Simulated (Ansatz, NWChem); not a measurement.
CH5FSi (SMILES C[SiH2]F): the vertical energy of the triplet above the singlet from total energies

CH5FSi has 8 atoms, charge 0, and is taken as a singlet. As SMILES, `C[SiH2]F`. The coordinates come from a PBE0-D4/def2-TZVP relaxation.

Both states at this one shape; open shells run unrestricted unless said. 1 Eh = 27.2114 eV.

| level | program | singlet CH5FSi (Eh) | triplet CH5FSi (Eh) |
| --- | --- | --- | --- |
| revPBE/6-311+G** | Ansatz | -430.449535 | -430.185134 |
| M06-2X/6-311+G** | NWChem | -430.481234 | -430.181495 |
| RPA@PBE0/6-311+G**, 7 core orbitals frozen | Ansatz | -429.949828 | -429.649630 |

Question: Work out the vertical gap, second state less first, at each level.

Answer: 
1. revPBE/6-311+G**: -430.185134 − (-430.449535) = 0.264401 Eh = 7.19 eV.
2. M06-2X/6-311+G**: -430.181495 − (-430.481234) = 0.299739 Eh = 8.16 eV.
3. RPA@PBE0/6-311+G**: -429.649630 − (-429.949828) = 0.300198 Eh = 8.17 eV.

No measured value is set beside it here; the levels span 7.19 to 8.17 eV.
